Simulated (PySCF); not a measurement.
**triplet CHFO: levels of theory compared**

Wanted: a comparison of 6 runs (UHF/STO-3G, UB3LYP/6-31G*, U-wB97M-V/def2-TZVPP, UB2PLYP/def2-TZVPP, UM06-2X/def2-TZVPP, UPBE0/def2-TZVPP) of triplet CHFO. Input form: a Python script.

The results are computed with PySCF 2.14.0.

1 further run of the same task is left out (set aside as unsound or not needed).

## (1) The system as given

The species is CHFO (4 atoms), meant as a triplet with charge 0. As SMILES of the parent species, `O=CF`. The coordinates come from a PBE0-D4/def2-TZVP relaxation. That shape belongs to the parent species and isn't relaxed for this state.

Bond lengths: O1–C2 1.174 Å, C2–F3 1.336 Å, C2–H4 1.097 Å. Angles: O1–C2–F3 122.9°, O1–C2–H4 127.8°, F3–C2–H4 109.3°.

## (2) The energy at UHF/STO-3G (run 1)

The input, input.py:

```python
from pyscf import gto, scf

mol = gto.M(
    atom='''
O     -0.889340     0.201180     0.827740
C     -0.046400     0.067520     0.021620
F      0.585200    -1.091810    -0.181820
H      0.350540     0.823120    -0.667550
''',
    verbose=4,
    charge=0,
    max_memory=1860,
    spin=2,
    basis='sto-3g',
)

mf = scf.UHF(mol)
mf.conv_tol = 1e-10
mf.kernel()
if not mf.converged:
    mf = mf.newton().run(mf.mo_coeff, mf.mo_occ)

energy = mf.e_tot
print('E(%s) = %.9f' % ('HF', energy))
```

Started as:

```bash
$ OMP_NUM_THREADS=1 python input.py
```

Output:

```text
PySCF version 2.14.0

[... 39 lines left out ...]
WARN: HOMO 0.142087041941105 >= LUMO -0.361452321884475
[... 58 lines left out ...]
converged SCF energy = -209.697466332272  <S^2> = 2.0046714  2S+1 = 3.0031126
E(HF) = -209.697466332
```

Run time: 0.58 s. Hardware: 1 thread of Arm Neoverse V2, shared host; peak memory 0.1 GiB.

## (3) The energy at UB3LYP/6-31G(d) (spherical functions) (run 2)

The input, calc.py:

```python
from pyscf import gto, dft

system = gto.M(
    atom='''
O     -1.680609     0.380175     1.564202
C     -0.087683     0.127594     0.040856
F      1.105868    -2.063222    -0.343590
H      0.662425     1.555471    -1.261487
''',
    spin=2,
    basis='6-31g*',
    verbose=3,
    unit='bohr',
    max_memory=1860,
)

myscf = dft.UKS(system)
myscf.xc = 'b3lyp'
myscf.grids.level = 5
myscf.conv_tol = 1e-10
myscf.kernel()
if not myscf.converged:
    myscf = myscf.newton().run(myscf.mo_coeff, myscf.mo_occ)

e_final = myscf.e_tot
print(f'total energy: {e_final:.8f} hartree')
```

Started as:

```bash
$ OMP_NUM_THREADS=1 python calc.py
```

Output:

```text
WARN: HOMO -0.0709663326288035 >= LUMO -0.393121322786563

WARN: HOMO -0.0921989534480177 >= LUMO -0.165976964234173

WARN: HOMO -0.113069145964681 >= LUMO -0.241001485180309

WARN: HOMO -0.121366682689668 >= LUMO -0.231411275472869

WARN: HOMO -0.121127844675574 >= LUMO -0.231236472841114

WARN: HOMO -0.118759629863279 >= LUMO -0.227866872575498

WARN: HOMO -0.12010536683353 >= LUMO -0.228733193482453

WARN: HOMO -0.120005650913783 >= LUMO -0.228679995906584

WARN: HOMO -0.120053196669004 >= LUMO -0.228747868079803

WARN: HOMO -0.120044734488568 >= LUMO -0.228737544803059

WARN: HOMO -0.120045219908749 >= LUMO -0.228735282158294

WARN: HOMO -0.120045308327699 >= LUMO -0.228736979665642

WARN: HOMO -0.120044814798713 >= LUMO -0.228734448716233

converged SCF energy = -213.556901286386  <S^2> = 2.0045827  2S+1 = 3.0030536
total energy: -213.55690129 hartree
```

It took 8.4 s on 1 thread of Arm Neoverse V2, shared host; peak memory 0.27 GiB.

Runs 3 to 5 aren't shown in full; the table further down has their settings and results.

## (4) The energy at UPBE0/def2-TZVPP (run 6)

The input, job.py:

```python
from pyscf import gto, dft

system = gto.M(
    atom='''
O     -0.889340     0.201180     0.827740
C     -0.046400     0.067520     0.021620
F      0.585200    -1.091810    -0.181820
H      0.350540     0.823120    -0.667550
''',
    max_memory=1860,
    verbose=4,
    basis='def2-tzvpp',
    charge=0,
    spin=2,
)

myscf = dft.UKS(system)
myscf.xc = 'pbe0'
myscf.conv_tol = 1e-10
myscf.grids.level = 5
myscf.kernel()
if not myscf.converged:
    myscf = myscf.newton().run(myscf.mo_coeff, myscf.mo_occ)

energy = myscf.e_tot
print('E(%s) = %.9f' % ('PBE0', energy))
```

Started as:

```bash
$ OMP_NUM_THREADS=1 python job.py
```

Output:

```text
PySCF version 2.14.0

[... 64 lines left out ...]
[... the frontier-level lines of each cycle are left out ...]
[... 17 lines left out ...]
[... 17 lines left out ...]
[... 17 lines left out ...]
[... 1 line left out ...]
cycle= 12 E= -213.448609618464  delta_E= -3.19e-10  |g|= 5.79e-06  |ddm|= 2.77e-05


cycle= 13 E= -213.448609618484  delta_E= -2.02e-11  |g|= 2.95e-06  |ddm|= 7.96e-06


Extra cycle  E= -213.448609618484  delta_E= -3.41e-13  |g|= 3.69e-06  |ddm|= 3.12e-06
converged SCF energy = -213.448609618484  <S^2> = 2.0066197  2S+1 = 3.0044099
E(PBE0) = -213.448609618
```

Wall time 26 s (1 thread of Arm Neoverse V2, shared host); peak memory 0.55 GiB.

## (5) The series

```tsv
run	level	integration grid	nlc grid	energy (Eh)	dipole moment (D)	HOMO energy (eV)	LUMO energy (eV)	wall time
1	UHF/STO-3G	–	–	-209.697466	0.87	-5.62	5.42	0.58 s
2	UB3LYP/6-31G* (spherical functions)	5	–	-213.556901	1.20	-3.27	–	8.4 s
3	U-wB97M-V/def2-TZVPP	5	1	-213.603467	1.14	-6.27	-3.89	100 s
4	UB2PLYP/def2-TZVPP	5	–	-213.527578	1.22	-5.59	-3.91	30 s
5	UM06-2X/def2-TZVPP	5	–	-213.578666	1.19	-5.39	-4.88	73 s
6	UPBE0/def2-TZVPP	5	–	-213.448610	1.16	-4.08	–	26 s
```

## (6) Results

| quantity | value |
| --- | --- |
| run 6: total energy | -213.44861 Eh |
| run 6: dipole moment | 1.16 D |
| run 6: HOMO energy (highest over α and β) | -4.08 eV |
| run 6: ⟨S²⟩ | 2.007 |

The dipole moment (its size) runs from 0.87 D (UHF/STO-3G) to 1.22 D (UB2PLYP/def2-TZVPP). The two ends differ in method and basis. A double hybrid's value is that of its SCF part. Totals of different functionals can't be ranked against each other. In run 1 the basis is minimal, so the values are rough. All runs together took 4 min, the longest 100 s.
